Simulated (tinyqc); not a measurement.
Extended Hueckel theory, for NH3, step by step. One step of it, computed by the program tinyqc.

Task: Orbitals. Solve H C = S C e through S^(-1/2); fill by pairs from the bottom, a degenerate level sharing its electrons equally; each orbital has its largest coefficient positive (the first on a tie).

H (eV):
```
             1N 2s      1N 2px      1N 2py      1N 2pz       2H 1s       3H 1s       4H 1s
1N 2s   -26.000000    0.000000    0.000000    0.000000  -14.170827  -14.167698  -14.167698
1N 2px    0.000000  -13.400000    0.000000    0.000000   -8.076468    4.041354    4.041354
1N 2py    0.000000    0.000000  -13.400000    0.000000    0.000000   -6.991630    6.991630
1N 2pz    0.000000    0.000000    0.000000  -13.400000    3.771929    3.770767    3.770767
2H 1s   -14.170827   -8.076468    0.000000    3.771929  -13.600000   -4.021009   -4.021009
3H 1s   -14.167698    4.041354   -6.991630    3.770767   -4.021009  -13.600000   -4.024452
4H 1s   -14.167698    4.041354    6.991630    3.770767   -4.021009   -4.024452  -13.600000
```

overlap S:
```
           1N 2s     1N 2px     1N 2py     1N 2pz      2H 1s      3H 1s      4H 1s
1N 2s   1.000000   0.000000   0.000000   0.000000   0.477132   0.477027   0.477027
1N 2px  0.000000   1.000000   0.000000   0.000000   0.398838  -0.199573  -0.199573
1N 2py  0.000000   0.000000   1.000000   0.000000   0.000000   0.345266  -0.345266
1N 2pz  0.000000   0.000000   0.000000   1.000000  -0.186268  -0.186211  -0.186211
2H 1s   0.477132   0.398838   0.000000  -0.186268   1.000000   0.197108   0.197108
3H 1s   0.477027  -0.199573   0.345266  -0.186211   0.197108   1.000000   0.197277
4H 1s   0.477027  -0.199573  -0.345266  -0.186211   0.197108   0.197277   1.000000
```

valence electrons = 8

Give: orbital energies; occupations; coefficients; sum of one-electron energies.

Result:

orbital energies (eV): -26.475  -15.407  -15.405  -13.772  -3.514  -3.506  7.398

occupations: 2.000  2.000  2.000  2.000  0.000  0.000  0.000

coefficients:
```
          MO1     MO2     MO3     MO4     MO5     MO6     MO7
1N 2s   0.865   0.000   0.000   0.180   0.000   0.000   1.159
1N 2px  0.000   0.645   0.000   0.000   0.000   1.004   0.000
1N 2py  0.000   0.000   0.645   0.000   1.003   0.000   0.000
1N 2pz  0.024   0.000   0.000   0.937   0.000   0.000  -0.541
2H 1s   0.089   0.446   0.000  -0.096   0.000  -0.991  -0.729
3H 1s   0.089  -0.223   0.387  -0.096  -0.858   0.496  -0.729
4H 1s   0.089  -0.223  -0.387  -0.096   0.858   0.496  -0.729
```

sum of one-electron energies = -142.118 eV
